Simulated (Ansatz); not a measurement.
# CH3F + CO2: molecular dynamics, part 2 of 2

The plan is to follow the two partners and see whether they stay together, part or react. The start is relaxed first. Runs: 150 steps of 0.5 fs at constant energy, with velocities drawn for 200 K; 150 steps of 1 fs under a Langevin thermostat, set from 100 K to 200 K by a schedule. SMILES of the start: O=C=O.CF.

Ansatz 0.2.0; RKS B3LYP/6-31G*. The steps go on from the part before.

### 7 Run 2

150 steps of 1 fs under a Langevin thermostat, set from 100 K to 200 K by a schedule, from the relaxed start.

input.yaml

```yaml
crystal:
  periodic: [false, false, false]
  atoms:
    - { symbol: O, position_ang: [-1.064549, -0.431249, -1.749632] }
    - { symbol: C, position_ang: [-0.032357, -0.097758, -2.189663] }
    - { symbol: O, position_ang: [0.981221, 0.227739, -2.669789] }
    - { symbol: C, position_ang: [-0.017478, 0.047784, 1.368486] }
    - { symbol: F, position_ang: [0.866729, 0.316248, 0.328629] }
    - { symbol: H, position_ang: [0.420677, -0.711508, 2.025474] }
    - { symbol: H, position_ang: [-0.959396, -0.319408, 0.950771] }
    - { symbol: H, position_ang: [-0.194846, 0.968151, 1.935624] }
basis:
  gaussian: { orbitals: "6-31G*" }
hamiltonian:
  xc: b3lyp
md:
  timestep: 1.0
  n_steps: 150
  ensemble: nvt_langevin
  temperature: 100.0
  initial_velocities: maxwell_boltzmann
  seed: 788265
  friction: 0.02
  temperature_schedule:
    - { n_steps: 37, end_temperature: 100.0 }
    - { n_steps: 113, end_temperature: 200.0 }
scf:
  lower_state_search: "off"
```

Command:

```bash
> ansatz run input.yaml --threads 1 --pin off --max-ram 2048MiB --backend cpu --events-out ev --progress --plain --runs-dir out
```

The program printed, cut to the lines that bear on the results:

```text
Warning: RAYON_NUM_THREADS=1 ignored (pool sized by the plan → 1); use --threads N
[...]
Functional definition: B3LYP
[...]
833 factors; integrals over basis functions are off by at most 3.5e-4 eV
[...]
mean field -8934.04191958 eV, -328.3199848335 hartree, gradient 2.2e-6 eV, S^2 0.000000; 0 other end points of the search recorded, 0 dependent functions left out
[...]
reference -8934.04207912 eV, -328.3199906964 hartree; 20, 20 occupied and 61, 61 virtual orbitals, 833 factors
md step     0: t =     0.00 fs  T =    87.5 K (target 100.0 K)  F+E_penalty+E_count = -8934.04191958 eV  E_kin = 0.090482 eV  (15 SCF iters)
[...]
md step    18: t =    18.00 fs  T =    48.3 K (target 100.0 K)  F+E_penalty+E_count = -8933.99708980 eV  E_kin = 0.049960 eV  (23 SCF iters)
[...]
md step    36: t =    36.00 fs  T =    93.4 K (target 100.0 K)  F+E_penalty+E_count = -8933.99083698 eV  E_kin = 0.096588 eV  (23 SCF iters)
[...]
md step    54: t =    54.00 fs  T =    91.6 K (target 114.6 K)  F+E_penalty+E_count = -8933.98307715 eV  E_kin = 0.094732 eV  (22 SCF iters)
[...]
md step    72: t =    72.00 fs  T =   106.9 K (target 130.5 K)  F+E_penalty+E_count = -8933.98861498 eV  E_kin = 0.110549 eV  (22 SCF iters)
md step    73: t =    73.00 fs  T =   111.6 K (target 131.4 K)  F+E_penalty+E_count = -8933.97788554 eV  E_kin = 0.115443 eV  (22 SCF iters)
md step    74: t =    74.00 fs  T =    95.6 K (target 132.3 K)  F+E_penalty+E_count = -8933.97633250 eV  E_kin = 0.098871 eV  (23 SCF iters)
```

### 8 The output, continued: dynamics from the start

The log, continued, cut to the lines that bear on the results:

```text
md step    75: t =    75.00 fs  T =   108.1 K (target 133.2 K)  F+E_penalty+E_count = -8933.98863115 eV  E_kin = 0.111803 eV  (22 SCF iters)
[...]
md step    94: t =    94.00 fs  T =    65.4 K (target 150.0 K)  F+E_penalty+E_count = -8933.97914826 eV  E_kin = 0.067636 eV  (23 SCF iters)
[...]
md step   113: t =   113.00 fs  T =   123.7 K (target 166.8 K)  F+E_penalty+E_count = -8933.96745051 eV  E_kin = 0.127967 eV  (22 SCF iters)
[...]
md step   132: t =   132.00 fs  T =   146.7 K (target 183.6 K)  F+E_penalty+E_count = -8933.97691737 eV  E_kin = 0.151693 eV  (23 SCF iters)
[...]
md step   149: t =   149.00 fs  T =   128.1 K (target 198.7 K)  F+E_penalty+E_count = -8933.97670192 eV  E_kin = 0.132449 eV  (22 SCF iters)
[...]
md step   150: t =   150.00 fs  T =   154.8 K (target 199.6 K)  F+E_penalty+E_count = -8933.98529774 eV  E_kin = 0.160049 eV  (22 SCF iters)
Total energy: -8933.98546197 eV, -328.3179100545 hartree
Atom 0 at    -1.194646    -0.122216    -1.928483 Å, force    -0.329537    -0.183081    -0.059752 eV/Å
Atom 1 at    -0.116963     0.230732    -2.201102 Å, force     1.120571     0.524957     0.134404 eV/Å
Atom 2 at     0.966645     0.612460    -2.453248 Å, force    -0.764899    -0.334394    -0.055851 eV/Å
Atom 3 at     0.038028     0.010326     1.567704 Å, force    -0.880275     0.615949    -0.447487 eV/Å
Atom 4 at     0.786962     0.205691     0.407429 Å, force     0.139571    -0.219745     0.332663 eV/Å
Atom 5 at     0.472307    -0.747724     2.223996 Å, force     0.337264     0.125312    -0.024575 eV/Å
Atom 6 at    -0.962764    -0.334346     1.259422 Å, force     0.156156     0.025729     0.111741 eV/Å
Atom 7 at    -0.083824     0.994339     2.068395 Å, force     0.221150    -0.554727     0.008857 eV/Å
Dipole moment:    -0.188554    -0.064040     0.354226 e Å
Checks for a lower state left out: stability, starts, cluster_reference, orbital_swaps, neighbouring_geometries, increment
```

Run time: 10 min. Hardware: 1 thread of AMD EPYC 7R43 (Zen 3), shared host; peak memory 0.16 GiB.

### 9 Frames and traces

The trajectory, every 11 steps (energies from step 0):

| time (fs) | T (K) | potential energy change (meV/atom) | closest contact of the partners (Å) |
| --- | --- | --- | --- |
| 0.0 | 88 | 0.0 | 2.70 |
| 11.0 | 53 | 6.1 | 2.67 |
| 22.0 | 99 | 3.4 | 2.68 |
| 33.0 | 114 | 2.4 | 2.68 |
| 44.0 | 86 | 7.2 | 2.69 |
| 55.0 | 103 | 5.5 | 2.68 |
| 66.0 | 116 | 5.3 | 2.65 |
| 77.0 | 103 | 5.4 | 2.62 |
| 88.0 | 82 | 5.3 | 2.63 |
| 99.0 | 80 | 7.6 | 2.66 |
| 110.0 | 104 | 7.2 | 2.69 |
| 121.0 | 146 | 9.7 | 2.71 |
| 132.0 | 147 | 8.1 | 2.71 |
| 143.0 | 160 | 7.7 | 2.75 |
| 150.0 | 155 | 7.1 | 2.76 |

time (fs), T (K) and a bar:
```
      0.0         88 #########
      7.0         44 
     13.0         58 ###
     20.0         85 #########
     26.0         76 #######
     33.0        114 ###############
     39.0         97 ###########
     46.0        104 #############
     52.0         90 ##########
     59.0         82 ########
     65.0         97 ###########
     72.0        107 #############
     78.0         99 ###########
     85.0         95 ###########
     91.0        108 #############
     98.0         98 ###########
    104.0        109 ##############
    111.0        108 #############
    117.0        163 #########################
    124.0        187 ##############################
    130.0        140 ####################
    137.0        126 #################
    143.0        160 ########################
    150.0        155 #######################
```

### 10 Frames from the trajectory

Extended XYZ, with forces in eV/Å:

```xyz
8
time_fs=19.0 T=66 dE=0.0329
O    -1.064   -0.395   -1.735    0.280    0.131    0.099
C    -0.017   -0.064   -2.151   -1.354   -0.499    0.229
O     0.979    0.236   -2.657    1.072    0.368   -0.321
C     0.018    0.012    1.388   -0.264    0.640   -0.227
F     0.875    0.338    0.339    0.164    0.009    0.113
H     0.458   -0.765    1.998    0.165   -0.546    0.059
H    -0.932   -0.300    0.933    0.060   -0.021    0.354
H    -0.114    0.891    2.040   -0.122   -0.082   -0.306
8
time_fs=38.0 T=87 dE=0.0601
O    -1.044   -0.376   -1.712   -2.438   -0.846    0.889
C    -0.035   -0.048   -2.146    2.662    0.971   -0.838
O     0.993    0.299   -2.586   -0.227   -0.125   -0.077
C     0.033   -0.050    1.417    0.544   -0.202    0.712
F     0.862    0.327    0.363   -0.138    0.064    0.126
H     0.506   -0.905    1.947   -0.250    0.251   -0.305
H    -0.941   -0.357    1.020    0.012    0.180    0.092
H    -0.042    0.778    2.158   -0.165   -0.293   -0.598
8
time_fs=56.0 T=113 dE=0.0460
O    -1.076   -0.348   -1.712    0.673    0.037   -0.259
C    -0.022   -0.016   -2.118   -0.248    0.289    0.070
O     0.999    0.357   -2.559   -0.437   -0.329    0.183
C     0.048   -0.134    1.461    0.379    0.012    0.289
F     0.824    0.297    0.399    0.408    0.069   -0.155
H     0.513   -1.007    1.943    0.195    0.257    0.059
H    -0.883   -0.479    1.044   -0.768    0.142    0.049
H    -0.054    0.706    2.177   -0.201   -0.477   -0.237
8
time_fs=75.0 T=108 dE=0.0533
O    -1.074   -0.372   -1.740    0.513    0.635   -0.178
C    -0.046    0.074   -2.107   -0.843   -1.151    0.265
O     0.987    0.400   -2.532    0.294    0.496   -0.113
C     0.099   -0.170    1.519   -0.467    0.261   -0.957
F     0.791    0.228    0.369   -0.015    0.041    0.314
H     0.632   -0.976    1.982    0.383   -0.606    0.382
H    -0.905   -0.491    1.222    0.011   -0.120   -0.012
H     0.000    0.664    2.198    0.125    0.445    0.299
8
time_fs=94.0 T=65 dE=0.0628
O    -1.093   -0.346   -1.787   -1.377   -0.601    0.320
C    -0.076    0.070   -2.143    2.281    1.025   -0.491
O     0.960    0.509   -2.499   -0.929   -0.429    0.135
C     0.160   -0.171    1.538   -1.053    0.220    0.032
F     0.775    0.171    0.363    0.373    0.285   -0.751
H     0.764   -0.933    2.008    0.049   -0.403    0.448
H    -0.871   -0.531    1.318    0.590    0.014    0.187
H     0.085    0.724    2.168    0.066   -0.112    0.120
8
time_fs=112.0 T=107 dE=0.0633
O    -1.129   -0.303   -1.829    0.551    0.204   -0.350
C    -0.087    0.135   -2.160   -1.632   -0.646    0.888
O     0.935    0.577   -2.469    1.071    0.439   -0.540
C     0.167   -0.142    1.603    0.839    0.499    0.288
F     0.789    0.194    0.390   -0.490   -0.184    0.449
H     0.834   -0.823    2.152   -0.242   -0.019   -0.145
H    -0.818   -0.569    1.469   -0.255   -0.392   -0.478
H     0.032    0.763    2.208    0.158    0.099   -0.113
8
time_fs=131.0 T=131 dE=0.0768
O    -1.153   -0.202   -1.883   -0.866   -0.161    0.524
C    -0.101    0.227   -2.125    1.109    0.043   -0.822
O     0.947    0.603   -2.490   -0.224    0.117    0.333
C     0.126   -0.032    1.613    0.497    0.918    0.800
F     0.810    0.176    0.422    0.164   -0.015    0.045
H     0.710   -0.708    2.277   -0.364    0.160   -0.493
H    -0.850   -0.438    1.361   -0.239   -0.134    0.210
H     0.030    0.958    2.158   -0.076   -0.926   -0.597
8
time_fs=150.0 T=155 dE=0.0566
O    -1.195   -0.122   -1.929   -0.330   -0.183   -0.060
C    -0.117    0.231   -2.201    1.121    0.525    0.134
O     0.967    0.613   -2.453   -0.765   -0.334   -0.056
C     0.038    0.010    1.568   -0.880    0.616   -0.448
F     0.787    0.206    0.407    0.140   -0.220    0.333
H     0.472   -0.748    2.224    0.337    0.125   -0.025
H    -0.963   -0.334    1.259    0.156    0.026    0.112
H    -0.084    0.994    2.068    0.221   -0.555    0.009
```

On run 2: The set-point goes from 100 to 200 K in 150 fs, and the last tenth of the run averages 138 K. Such a rate, of order 10^15 K/s, is far beyond any furnace or quench, and the atoms lag the set-point. The bonding pattern survives the run. The partners' closest contact goes from 2.70 to 2.76 Å: they stay in touch over this short run.

### 11 Results

What follows sums up all 2 parts.

| quantity | value |
| --- | --- |
| relaxation of the start | 10 moves, 0.126 eV lower |
| run 1: length | 150 steps of 0.5 fs |
| run 1: temperature, first and last step | 200 and 100 K |
| run 1: temperature, second half | mean 102 K, from 78 to 142 K |
| run 1: potential energy, second half | +10 meV/atom from this run's first step |
| run 1: largest change of the total energy | 0.08 meV/atom |
| run 1: bonds formed or broken | 0 |
| run 2: length | 150 steps of 1 fs |
| run 2: temperature, first and last step | 88 and 155 K |
| run 2: temperature, second half | mean 123 K, from 65 to 191 K |
| run 2: potential energy, second half | +8 meV/atom from this run's first step |
| run 2: bonds formed or broken | 0 |

What this shows: Mean temperatures of the second halves: 102 K, 123 K. No bond formed or broke in any run. In the last run: the partners' closest contact goes from 2.70 to 2.76 Å: they stay in touch over this short run. A run of 150 fs with 8 atoms shows the motion but fixes no equilibrium value. The nuclei move classically, without zero-point motion, which matters most for hydrogen.
